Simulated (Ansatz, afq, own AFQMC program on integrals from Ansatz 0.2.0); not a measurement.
Two steps: Ansatz 0.2.0 writes the Fock matrix and Cholesky factors of the valence space, and afq projects on them the lowest state that overlaps trial and start.

```yaml
crystal:
  periodic: [false, false, false]
  atoms:
    - {symbol: Si, position_ang: [0.000000, 0.000000, 0.555774]}
    - {symbol: N, position_ang: [0.000000, 0.000000, -1.292740]}
    - {symbol: H, position_ang: [0.000000, 1.301958, 1.239079]}
    - {symbol: H, position_ang: [0.000000, -1.301958, 1.239079]}
basis:
  gaussian: {orbitals: cc-pVDZ}
magnetization: {spin_polarized: true, initial_magnetization: 3}
correlation: {method: ccsd_t, electrons: outside_noble_gas, hamiltonian_folder: ham}
```

```sh
$ ansatz run in.yaml --threads 1 --pin off --events-out ev --progress --plain --max-ram 1382MiB
```

Options of the walk:

```
--method phaseless --trial cisd --walkers 60 --populations 1 --least-time 40 --time-step 0.005 --steps-per-block 50 --equilibration-blocks 28 --max-blocks 300 --target-error 0.0004 --factor-cut 1e-05 --start spin_pure --seed 164 --release-times 0.24,0.51,0.99,1.62,2.4 --release-step 0.03 --release-every 4 --taylor-order 6
```

Times are imaginary, in 1/Eh. The walk had a cap of 1161 s.

afq prints:

```
orbitals 36  electrons 7 4  factors 267 of 405
reference energy -344.41282553 Eh
CCSD correlation -0.21834266 Eh in 12 cycles, weight of the determinant in the CISD state 0.8938
energy of the start -344.630368 Eh
 block  time / (1/Eh)  mean weight  energy / Eh
     1     0.250  1.0001  -344.628225
     2     0.500  0.9971  -344.630225
     3     0.750  0.9982  -344.632664
     4     1.000  1.0007  -344.635614
     5     1.250  1.0014  -344.637665
     9     2.250  1.0008  -344.637821
    21     5.250  0.9976  -344.635119
    37     9.250  0.9976  -344.637788
    53    13.250  1.0002  -344.634571
    69    17.250  0.9998  -344.655554
    85    21.250  1.0014  -344.636898
   101    25.250  0.9998  -344.639331
   117    29.250  1.0015  -344.636249
   133    33.250  1.0002  -344.634558
   149    37.250  0.9978  -344.635047
   165    41.250  1.0025  -344.636273
   169    42.250  1.0034  -344.631572
   181    45.250  1.0009  -344.636389
   197    49.250  1.0001  -344.636970
blocks merged  error / Eh  count
     1  0.000236  170
     2  0.000283  85
     4  0.000335  42
     8  0.000372  21
    16  0.000430  10
released: time / (1/Eh)  energy / Eh  error  mean overlap
  0.24  -344.637327  0.000294  0.9886
  0.51  -344.637185  0.000289  0.9960
  0.99  -344.637309  0.000329  0.9960
  1.62  -344.638094  0.000437  0.9961
  2.40  -344.636891  0.000616  1.0470
energy -344.636818 +/- 0.000372 Eh
(rows thinned)
```

The run passed its tests (sampling time, drift between the halves within three errors, error under three times the target), which doesn't prove that it has relaxed.

Against this walk (error 10.1 meV) on the same determinant: CCSD(T) 18.1 meV higher (within the noise), CCSDT(Q) 24.9 meV lower. The error is statistical and leaves out the bias of the constraint. Released to 2.40 1/Eh the energy moves by -2 ± 20 meV (both errors), within twice the noise.

Cautions: constraint bias not in the error; another spin lies lower.

The walk took 3.4 min on 1 thread of Arm Neoverse V2, on a shared host. The log's last line is the phaseless energy.

CCSDT and higher add their correlation energy to the determinant of the CCSD(T) run, since their own runs factorise the integrals more tightly (a shift of under 2 meV). A walk keeps the symmetry of its determinant, which the program's search chose and which needn't be the lowest solution, so a lower state of the same spin and another symmetry isn't excluded.
